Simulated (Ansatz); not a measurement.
Geometry optimisation, RKS r2SCANh/6-31G* in Ansatz.

The input (input.yaml):

```yaml
crystal:
  periodic: [false, false, false]
  atoms:
    - { symbol: Si, position_ang: [0.0, 0.0, 0.0] }
    - { symbol: C, position_ang: [0.0, 0.0, 1.87] }
    - { symbol: H, position_ang: [-0.9996, -0.3092, 2.2405] }
    - { symbol: H, position_ang: [0.7676, -0.7111, 2.2405] }
    - { symbol: H, position_ang: [0.232, 1.0203, 2.2405] }
    - { symbol: H, position_ang: [1.3768, 0.0, -0.4862] }
    - { symbol: Si, position_ang: [-1.0456, 1.8115, -0.7393] }
    - { symbol: H, position_ang: [-2.4302, 1.478, -1.0607] }
    - { symbol: H, position_ang: [-1.0215, 2.8436, 0.2931] }
    - { symbol: H, position_ang: [-0.3743, 2.3069, -1.9374] }
    - { symbol: H, position_ang: [-0.6877, -1.1914, -0.4862] }
basis:
  gaussian: { orbitals: "6-31G*" }
hamiltonian:
  xc: r2scanh
relax:
  f_tol: 0.02
  max_steps: 40
```

Launched with:

```bash
$ ansatz run input.yaml --threads 1 --pin off --max-ram 2048MiB --backend cpu --events-out ev --progress --plain --runs-dir out
```

**Question.** Where does it end, and by what steps?

**Answer.** It converged. The force dipped under the threshold on the way, but the program's further checks kept it going. After 12 steps the energy has fallen by 0.244 eV; H10 moved furthest, 0.67 Å.

```json
{"step": "0", "energy less start (eV)": "0.0000", "largest force component (eV/Å)": "0.735", "accepted": "yes"}
{"step": "1", "energy less start (eV)": "-0.1971", "largest force component (eV/Å)": "0.329", "accepted": "yes"}
{"step": "2", "energy less start (eV)": "-0.2133", "largest force component (eV/Å)": "0.155", "accepted": "yes"}
{"step": "3", "energy less start (eV)": "-0.2172", "largest force component (eV/Å)": "0.047", "accepted": "yes"}
{"step": "4", "energy less start (eV)": "-0.2279", "largest force component (eV/Å)": "0.020", "accepted": "yes"}
{"step": "5", "energy less start (eV)": "-0.2311", "largest force component (eV/Å)": "0.285", "accepted": "yes"}
{"step": "6", "energy less start (eV)": "-0.2368", "largest force component (eV/Å)": "0.092", "accepted": "yes"}
{"step": "7", "energy less start (eV)": "-0.2407", "largest force component (eV/Å)": "0.011", "accepted": "yes"}
{"step": "8", "energy less start (eV)": "-0.2397", "largest force component (eV/Å)": "0.226", "accepted": "no"}
{"step": "9", "energy less start (eV)": "-0.2424", "largest force component (eV/Å)": "0.078", "accepted": "yes"}
{"step": "10", "energy less start (eV)": "-0.2418", "largest force component (eV/Å)": "0.082", "accepted": "no"}
{"step": "11", "energy less start (eV)": "-0.2437", "largest force component (eV/Å)": "0.019", "accepted": "yes"}
{"step": "12", "energy less start (eV)": "-0.2439", "largest force component (eV/Å)": "0.020", "accepted": "yes"}
```

```xyz
11
Properties=species:S:1:pos:R:3
Si 0.146 0.064 0.047
C -0.079 -0.121 1.911
H -1.131 -0.289 2.165
H 0.500 -0.969 2.290
H 0.254 0.779 2.438
H 1.588 0.269 -0.277
Si -1.082 1.866 -0.798
H -2.539 1.673 -0.551
H -0.674 3.138 -0.137
H -0.879 2.023 -2.266
H -0.287 -1.184 -0.647
```

The run took 68 s on 1 thread of Arm Neoverse V1, with other jobs on the host, peak memory 0.15 GiB.
